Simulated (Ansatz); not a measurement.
A calculation with Ansatz (development build ahead of 0.2.0).

```yaml
crystal:
  periodic: [false, false, false]
  atoms:
    - { symbol: C, position_ang: [0.00159, 0.02581, -0.76343] }
    - { symbol: F, position_ang: [0.02108, 1.17436, 0.2216] }
    - { symbol: F, position_ang: [0.0034, -1.27091, 0.19408] }
basis:
  gaussian: { orbitals: "6-31G" }
hamiltonian:
  xc: hf
```

The input is written out in the form of the current development build from the run's settings.

Output:

| Item | Value |
| --- | --- |
| Converged | yes |
| Total energy | -236.51428 hartree |
| Spin squared of the determinant | 0.000 |

Caution: stretched shape with no unrestricted run beside it, a lower state can exist.
